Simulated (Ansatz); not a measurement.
Process, species as SMILES: CS (CH3-SH) + [H][H] (H2) → C (CH4) + S (H2S)
B3LYP-D3(BJ)/def2-TZVP geometries, fixed; electronic energies without zero-point terms.

Basis-set convergence of the energy of full hydrogenation at HF with Ansatz (a first-principles code). Cartesian d functions, on some or all atoms, in 6-31G**, 6-311G**; all else is spherical. No added dispersion term, no relativity. Functions are those of the species that has most. Reference: the value in aug-pcseg-3, -23.02 kcal/mol, itself unsure by roughly 0.01 kcal/mol (its mean distance from aug-cc-pV(Q+d)Z, cc-pV(5+d)Z, def2-QZVPPD). Deviations are taken from unrounded values.

```json
[
 {"basis": "3-21G", "functions": "30", "energy of full hydrogenation (kcal/mol)": "-21.22", "minus reference (kcal/mol)": "1.80"},
 {"basis": "pcseg-0", "functions": "30", "energy of full hydrogenation (kcal/mol)": "-25.33", "minus reference (kcal/mol)": "-2.31"},
 {"basis": "pcseg-1", "functions": "52", "energy of full hydrogenation (kcal/mol)": "-24.72", "minus reference (kcal/mol)": "-1.70"},
 {"basis": "6-31G**", "functions": "54", "energy of full hydrogenation (kcal/mol)": "-22.79", "minus reference (kcal/mol)": "0.23"},
 {"basis": "6-311G**", "functions": "69", "energy of full hydrogenation (kcal/mol)": "-23.48", "minus reference (kcal/mol)": "-0.46"},
 {"basis": "def2-SVPD", "functions": "79", "energy of full hydrogenation (kcal/mol)": "-25.31", "minus reference (kcal/mol)": "-2.29"},
 {"basis": "aug-pcseg-1", "functions": "86", "energy of full hydrogenation (kcal/mol)": "-24.04", "minus reference (kcal/mol)": "-1.02"},
 {"basis": "def2-TZVP", "functions": "92", "energy of full hydrogenation (kcal/mol)": "-22.86", "minus reference (kcal/mol)": "0.16"},
 {"basis": "def2-TZVPD", "functions": "119", "energy of full hydrogenation (kcal/mol)": "-22.89", "minus reference (kcal/mol)": "0.13"},
 {"basis": "def2-TZVPP", "functions": "129", "energy of full hydrogenation (kcal/mol)": "-23.10", "minus reference (kcal/mol)": "-0.08"},
 {"basis": "def2-TZVPPD", "functions": "156", "energy of full hydrogenation (kcal/mol)": "-23.11", "minus reference (kcal/mol)": "-0.10"},
 {"basis": "6-311++G(3df,3pd)", "functions": "158", "energy of full hydrogenation (kcal/mol)": "-23.17", "minus reference (kcal/mol)": "-0.15"},
 {"basis": "aug-pcseg-2", "functions": "188", "energy of full hydrogenation (kcal/mol)": "-23.10", "minus reference (kcal/mol)": "-0.08"},
 {"basis": "cc-pV(Q+d)Z", "functions": "239", "energy of full hydrogenation (kcal/mol)": "-23.02", "minus reference (kcal/mol)": "0.00"},
 {"basis": "def2-QZVPP", "functions": "247", "energy of full hydrogenation (kcal/mol)": "-23.02", "minus reference (kcal/mol)": "0.00"},
 {"basis": "pcseg-3", "functions": "256", "energy of full hydrogenation (kcal/mol)": "-23.03", "minus reference (kcal/mol)": "-0.01"},
 {"basis": "aug-cc-pV(Q+d)Z", "functions": "353", "energy of full hydrogenation (kcal/mol)": "-23.00", "minus reference (kcal/mol)": "0.02"},
 {"basis": "cc-pV(5+d)Z", "functions": "411", "energy of full hydrogenation (kcal/mol)": "-23.01", "minus reference (kcal/mol)": "0.01"}
]
```
